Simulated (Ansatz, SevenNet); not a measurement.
For α-N2, the machine-learned potential SevenNet-l3i5 (trained on PBE and PBE+U data) gives:

elastic constant C11: 4.8 GPa
elastic constant C44: 3.8 GPa
Voigt–Reuss–Hill shear modulus: 2.9 GPa

Problem. What does HSE06-D3(BJ) (Ansatz, an electronic-structure program, PAW) give for the same quantities?

Solution. 
- elastic constant C11: 2.8 GPa (falls by 42 %)
- elastic constant C44: 1.3 GPa (shrinks by 66 %)
- Voigt–Reuss–Hill shear modulus: 0.6 GPa (decreases by 79 %)

Changes are worked out from the printed values.

Unless a cell is named, each level is at its own relaxed cell (SevenNet-l3i5 25.32, HSE06-D3(BJ) 22.89 Å³/atom).

Caveats: the dispersion coefficients are held fixed in the derivatives (HSE06-D3(BJ)). Ansatz's density-functional and Hartree–Fock values are scalar-relativistic unless marked +SOC, with PAW data made under PBE.
